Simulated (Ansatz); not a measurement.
**One shape, several levels: BNH4 (SMILES BN)**

We compute a comparison of 6 runs (B3LYP/STO-3G, HSE06/STO-3G, r2SCAN0/STO-3G, RPA@PBE/STO-3G, UMP2/STO-3G, CCSD(T)/STO-3G) of BNH4. 

The results are computed with Ansatz 0.2.0.

47 further runs of the same task are left out: 47 set aside as unsound or not needed.

## (1) Starting point

The species is BNH4 (6 atoms), meant as a singlet with charge 0. As SMILES, `BN`. The H3–B1 distance was set to 1.796 Å, away from the relaxed value. At this shape a bond of the SMILES string is far longer than usual.

Bond lengths: B1–N2 1.385 Å, B1–H4 1.197 Å, N2–H5 1.006 Å, N2–H6 1.006 Å. Angles: B1–N2–H5 123.2°, B1–N2–H6 123.2°, N2–B1–H4 119.0°, H5–N2–H6 113.5°. A long bond or contact: B1–H3 1.796 Å.

## (2) A single-point energy at B3LYP/STO-3G (run 1)

The input, run.yaml:

```yaml
crystal:
  periodic: [false, false, false]
  atoms:
    - {symbol: B, position_ang: [-0.305201, -0.335398, -0.482153]}
    - {symbol: N, position_ang: [-0.030901, 1.021602, -0.445753]}
    - {symbol: H, position_ang: [0.225800, -1.368000, 0.887500]}
    - {symbol: H, position_ang: [-0.889001, -0.784498, -1.425753]}
    - {symbol: H, position_ang: [-0.298601, 1.657902, -1.177353]}
    - {symbol: H, position_ang: [0.454999, 1.465602, 0.314747]}
basis:
  gaussian:
    orbitals: STO-3G
hamiltonian:
  xc: {name: B3LYP}
accuracy: high
```

Launch:

```sh
ansatz run run.yaml --threads 1 --pin off --max-ram 2610MiB --events-out events.jsonl --progress --plain --runs-dir runs
```

Output:

```text
Warning: RAYON_NUM_THREADS=1 ignored (pool sized by the plan → 1); use --threads N
Functional definition: B3LYP
  name "B3LYP"
  parameter a0 = 0.2
  parameter ax = 0.72
  parameter ac = 0.81
  exchange = (1 - a0 - ax)*slater_x + ax*b88_x + a0*exact_x
  correlation = (1 - ac)*vwn_rpa_c + ac*lyp_c
230 factors; integrals over basis functions are off by at most 1.3e-8 eV
mean field evaluation 1: about -2200.7081 eV, gradient 1.2e1 eV
mean field evaluation 2: about -2200.3845 eV, gradient 1.6e1 eV
mean field evaluation 4: about -2201.2828 eV, gradient 4.9e-1 eV
mean field evaluation 8: about -2201.2115 eV, gradient 1.1e-3 eV
mean field -2201.21153850 eV, -80.8930320050 hartree, gradient 8.1e-8 eV, S^2 0.000000; 0 other end points of the search recorded, 0 dependent functions left out
reference -2201.21156590 eV, -80.8930330122 hartree; 8, 8 occupied and 6, 6 virtual orbitals, 230 factors
Total energy: -2201.21156590 eV, -80.8930330122 hartree
```

Run time: 0.84 s. Hardware: 1 thread of Arm Neoverse V1, shared host.

## (3) The energy at HSE06/STO-3G (run 2)

The input, job.yaml:

```yaml
crystal:
  periodic: [false, false, false]
  atoms:
    - symbol: B
      position_ang: [-0.305201, -0.335398, -0.482153]
    - symbol: N
      position_ang: [-0.030901, 1.021602, -0.445753]
    - symbol: H
      position_ang: [0.225800, -1.368000, 0.887500]
    - symbol: H
      position_ang: [-0.889001, -0.784498, -1.425753]
    - symbol: H
      position_ang: [-0.298601, 1.657902, -1.177353]
    - symbol: H
      position_ang: [0.454999, 1.465602, 0.314747]
basis:
  gaussian:
    orbitals: STO-3G
hamiltonian:
  xc: hse06
accuracy: high
```

Launch:

```sh
ansatz run job.yaml --threads 1 --pin off --max-ram 2610MiB --events-out events.jsonl --progress --plain --runs-dir runs
```

Output:

```text
Warning: RAYON_NUM_THREADS=1 ignored (pool sized by the plan → 1); use --threads N
Functional definition: HSE06
  name "HSE06"
  parameter a = 0.25
  parameter omega = 0.11/bohr
  exchange = pbe_x - a*pbe_x_sr(omega) + a*exact_x_sr(omega)
  correlation = pbe_c
230 factors; integrals over basis functions are off by at most 1.3e-8 eV
57 factors; integrals over basis functions are off by at most 5.4e-10 eV
mean field evaluation 1: about -2197.7785 eV, gradient 1.1e1 eV
mean field evaluation 2: about -2197.5431 eV, gradient 1.4e1 eV
mean field evaluation 4: about -2198.2608 eV, gradient 3.5e-1 eV
mean field evaluation 8: about -2198.1962 eV, gradient 1.5e-3 eV
mean field evaluation 16: about -2198.1962 eV, gradient 1.0e-8 eV
mean field -2198.19615264 eV, -80.7822186186 hartree, gradient 1.0e-8 eV, S^2 0.000000; 0 other end points of the search recorded, 0 dependent functions left out
reference -2198.19615460 eV, -80.7822186906 hartree; 8, 8 occupied and 6, 6 virtual orbitals, 230 factors
Total energy: -2198.19615460 eV, -80.7822186906 hartree
```

It took 1 s on 1 thread of Arm Neoverse V1, shared host.

Runs 3 to 4 aren't shown in full; the table further down has their settings and results.

## (4) The energy at UMP2/STO-3G (run 5)

The input, job.yaml:

```yaml
crystal:
  periodic: [false, false, false]
  atoms:
    - {symbol: B, position_ang: [-0.305201, -0.335398, -0.482153]}
    - {symbol: N, position_ang: [-0.030901, 1.021602, -0.445753]}
    - {symbol: H, position_ang: [0.225800, -1.368000, 0.887500]}
    - {symbol: H, position_ang: [-0.889001, -0.784498, -1.425753]}
    - {symbol: H, position_ang: [-0.298601, 1.657902, -1.177353]}
    - {symbol: H, position_ang: [0.454999, 1.465602, 0.314747]}
basis:
  gaussian:
    orbitals: STO-3G
accuracy: high
correlation:
  method: mp2
  frozen_orbitals: {B: 1, H: 0, "N": 1}
magnetization:
  spin_polarized: true
  initial_magnetization: 0
```

Launch:

```sh
ansatz run job.yaml --threads 1 --pin off --max-ram 2610MiB --events-out events.jsonl --progress --plain --runs-dir runs
```

Output:

```text
Warning: RAYON_NUM_THREADS=1 ignored (pool sized by the plan → 1); use --threads N
Functional definition: HF
  name "HF"
  exchange = exact_x
  correlation = 0
230 factors; integrals over basis functions are off by at most 1.3e-8 eV
mean field evaluation 1: about -2185.0340 eV, gradient 9.9e0 eV
mean field evaluation 2: about -2185.0639 eV, gradient 9.9e0 eV
mean field evaluation 4: about -2186.0807 eV, gradient 9.7e-1 eV
mean field evaluation 8: about -2186.0875 eV, gradient 3.0e-6 eV
mean field evaluation 16: about -2186.1257 eV, gradient 8.7e-4 eV
mean field evaluation 32: about -2186.1363 eV, gradient 6.7e-2 eV
mean field -2186.12120451 eV, -80.3384724597 hartree, gradient 3.5e-8 eV, S^2 0.156745; 3 other end points of the search recorded, 0 dependent functions left out
2 core orbitals not correlated: weight in the atoms' cores, before any rotation towards them, 1.000 or more for the frozen orbitals, at most 0.000 for the correlated occupied ones
reference -2186.12120451 eV, -80.3384724597 hartree; 6, 6 occupied and 6, 6 virtual orbitals, 230 factors
second order -2.70170064 eV of doubles, -0.00000000 eV of singles
Total energy: -2188.82290515 eV, -80.4377581268 hartree
```

It took 0.1 s on 1 thread of Arm Neoverse V1, shared host.

## (5) The energy at CCSD(T)/STO-3G (run 6)

The input, molecule.yaml:

```yaml
crystal:
  periodic: [false, false, false]
  atoms:
    - {symbol: B, position_ang: [-0.305201, -0.335398, -0.482153]}
    - {symbol: N, position_ang: [-0.030901, 1.021602, -0.445753]}
    - {symbol: H, position_ang: [0.225800, -1.368000, 0.887500]}
    - {symbol: H, position_ang: [-0.889001, -0.784498, -1.425753]}
    - {symbol: H, position_ang: [-0.298601, 1.657902, -1.177353]}
    - {symbol: H, position_ang: [0.454999, 1.465602, 0.314747]}
basis:
  gaussian:
    orbitals: STO-3G
correlation:
  method: ccsd_t
  frozen_orbitals: {B: 1, H: 0, "N": 1}
accuracy: high
scf:
  omitted_lower_state_checks: [cluster_reference, increment]
```

Launch:

```sh
ansatz run molecule.yaml --threads 1 --pin off --max-ram 2610MiB --events-out events.jsonl --progress --plain --runs-dir runs
```

Output, shortened:

```text
Warning: RAYON_NUM_THREADS=1 ignored (pool sized by the plan → 1); use --threads N
Functional definition: HF
  name "HF"
[...]
230 factors; integrals over basis functions are off by at most 1.3e-8 eV
[...]
mean field -2186.08748923 eV, -80.3372334458 hartree, gradient 1.1e-8 eV, S^2 0.000000; 0 other end points of the search recorded, 0 dependent functions left out; unrestricted orbitals would lower it
2 core orbitals not correlated: weight in the atoms' cores, before any rotation towards them, 1.000 or more for the frozen orbitals, at most 0.000 for the correlated occupied ones
reference -2186.08748923 eV, -80.3372334458 hartree; 6, 6 occupied and 6, 6 virtual orbitals, 230 factors
second order -2.94606951 eV of doubles, -0.00000000 eV of singles
cycle   1  -3.57956068 eV  change   -6.3e-1 eV  update   9.3e-2
[...]
cycle  19  -4.06874636 eV  change   6.2e-10 eV  update  3.2e-10
perturbative correction -0.07789242 eV, -0.0028624937 hartree
Total energy: -2190.23412801 eV, -80.4896196105 hartree
Checks for a lower state left out: cluster_reference, increment
```

Wall time 0.12 s (1 thread of Arm Neoverse V1, shared host).

## (6) Overview of the runs

```csv
run,level,frozen core orbitals,energy (Eh),wall time
1,B3LYP/STO-3G,–,-80.893033,0.84 s
2,HSE06/STO-3G,–,-80.782219,1 s
3,r2SCAN0/STO-3G,–,-80.831110,1.8 s
4,RPA@PBE/STO-3G,2,-80.555755,1.2 s
5,UMP2/STO-3G,2,-80.437758,0.1 s
6,CCSD(T)/STO-3G,2,-80.489620,0.12 s
```

## (7) Results

| quantity | value |
| --- | --- |
| run 6: total energy | -80.48962 Eh |
| run 6: correlation energy (2 core orbitals frozen) | -152.4 mEh |
| run 6: (T) correction | -2.86 mEh |
| run 6: T1 diagnostic | 0.022 |

In words: Totals of different functionals can't be ranked against each other. In run 6 the log says that unrestricted orbitals would lower the reference, so the values rest on an unstable closed-shell determinant (other closed-shell runs at this shape may share the fault). In runs 1, 2, 3, 4, 5, 6 the basis is minimal, so the values are rough. Spin contamination of the reference: run 5 ⟨S²⟩ = 0.16. All runs together took 5.1 s, the longest 1.8 s.
